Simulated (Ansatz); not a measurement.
# B₂C+ (doublet): from Hartree-Fock to the top rungs, def2-TZVPP

One table from this session's results is given with a row withheld; the runs are named, their logs left out.

The runs use Ansatz 0.2.0, Gaussian basis; def2-TZVPP, core rule «outside noble gas», up to 3 orbitals frozen.

Plan: UHF; ROHF; CCSD(T) on UHF.

2 further runs of the same task are left out: 2 set aside as unsound or not needed.

## The geometry

The geometry is a PBE0/def2-TZVP stationary point (not a proven minimum) of the parent state, kept for this charge and spin.

3 atoms, charge 1, spin multiplicity 2.

Atoms are counted from 1 here; the program's logs count them from 0.

Bond lengths: B1–C2 1.379 Å, C2–B3 1.379 Å. Angles: B1–C2–B3 180.0°.

Set-up of the first run:

Input file in.yaml:

```yaml
crystal:
  periodic: [false, false, false]
  atoms:
    - {symbol: B, position_ang: [0.000000, 0.000000, -1.379500]}
    - {symbol: C, position_ang: [0.000000, 0.000000, 0.000000]}
    - {symbol: B, position_ang: [0.000000, 0.000000, 1.379500]}
basis:
  gaussian: {orbitals: def2-TZVPP}
total_charge: 1
magnetization: {spin_polarized: true, initial_magnetization: 1}
hamiltonian: {xc: hf}
output: {orbitals: {seedname: orbitals}}
```

Run with:

```
$ ansatz run in.yaml --threads 1 --pin off --events-out ev --progress --plain --max-ram 4096MiB --backend cpu
```

Among the steps run: UHF; ROHF; CCSD(T) on UHF.

One of the session's tables, all rows but one given; the rest of the session is left out.

It belongs to the step «Misses and costs». 

```
  method  from UCCSD(T) (kcal/mol)
    ROHF                   +213.55
     UHF                   +146.53
    UMP2                    +23.78
   UCCSD                         ?
UCCSD(T)                         0
```

Q: Estimate the row for UCCSD from the others.

The run gave: from UCCSD(T) (kcal/mol): +7.79. In the column «from UCCSD(T) (kcal/mol)» it lies between UCCSD(T) (0) and UMP2 (+23.78).

To keep in mind: The determinant is far from a pure spin state, so its energy mixes those of several spin states (harmless only where they are near-degenerate, as at dissociation).
